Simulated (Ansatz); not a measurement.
**SbH⁻, doublet in def2-TZVPD: errors against UCCSDT(Q)**

Geometry: a PBE0/def2-TZVPD stationary point for this spin.

```tsv
atom	x (Å)	y (Å)	z (Å)
Sb	0.0000	0.0000	0.0000
H	0.0000	0.0000	1.7338
```

Basis def2-TZVPD with its core potentials; Ansatz 0.2.0. Only valence electrons are correlated (noble-gas cores and the filled d shells of p-block atoms frozen), which leaves 7 electrons in 56 orbitals. R marks a restricted (for open shells ROHF) determinant, U an unrestricted one. Active spaces: valence = (7e, 5o) chosen from the atoms' valence shells. No spin–orbit coupling is included; scalar relativity enters through the core potentials alone.

Full CI isn't at hand for all of this; UCCSDT(Q) serves as the reference, and is uncertain by about the last step of the cluster series. The frozen core follows each run's orbitals, which can shift R against U totals by a few meV for light atoms and by up to 0.1 eV past Ca.

The UHF ⟨S²⟩ is 0.764 and the T1 diagnostic (RCCSD) is 0.0183. The largest doubles amplitude (RCCSD) is 0.048 and the T1 diagnostic (UCCSD) is 0.0145.

```tsv
level	E − E(UCCSDT(Q)) (mEh)	share of correlation (%)	wall time
UHF	135.92	2.72	–
UMP2	27.34	80.43	–
UCCSD	6.02	95.69	–
UCCSD(T)	1.04	99.26	4.1 s
UCCSDT	0.21	99.85	–
```

The correlation energy at UCCSDT(Q), counted from RHF, is -3.802 eV. That run took 42 s on 1 thread of Arm Neoverse V1, shared host.

Run but not shown, since their state or frozen core can't be matched to the reference's or they repeat it: RHF, RMP2, CISD, RCCSD, RCCSD(T), BCCD(T), RCCSDT, RCCSDT(Q), CASSCF (valence space), NEVPT2 (valence space), MRCISD (valence space), MRCISD+Q (valence space), MRCISD+Q(relaxed) (valence space).

Times hold each run's SCF and search for its determinant on a shared host, so for small cases they say little of a method's own cost; they ran on 1 thread of Arm Neoverse V1.

Natural occupations of CASSCF (valence space) about the gap: 2.000 1.998 1.965 1.000 0.037; effectively unpaired electrons, Σ n²(2−n)², 1.01.
